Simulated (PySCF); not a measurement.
How methods differ on the ionisation energy of Be

Be [He] 2s2 (1S) → Be+ [He] 2s1 (2S), as a difference of total energies. All numbers are calculated (PySCF 2.14, the spin-free X2C one-electron Hamiltonian (Gaussian nucleus), in x2c-TZVPPall (5s3p1d, 19 functions)). Correlated levels: valence: 1s2 frozen; valence and next inner shell: nothing frozen. The calculations carry no spin-orbit coupling.

| method | ionisation energy (eV) | error (eV) |
| --- | --- | --- |
| UHF | 8.043 | -1.280 |
| LDA | 9.022 | -0.301 |
| PBE | 8.996 | -0.327 |
| PBE0 | 8.971 | -0.352 |
| r2SCAN | 8.789 | -0.534 |
| BLYP | 8.976 | -0.347 |
| M06 | 8.942 | -0.381 |
| wB97M-V | 9.032 | -0.291 |
| PBEsol | 8.891 | -0.432 |
| MP2 (valence) | 8.753 | -0.570 |
| SCS-MP2 (valence) | 8.895 | -0.428 |
| MP2 (valence and next inner shell) | 8.772 | -0.551 |
| SCS-MP2 (valence and next inner shell) | 8.910 | -0.413 |

Reference: 9.323 eV (measured; NIST Atomic Spectra Database, ionization energies).

Errors of the correlated levels include the incompleteness of this basis and the frozen core.

MP2 underrates the near-degeneracy of ns² with np² in the lower species.
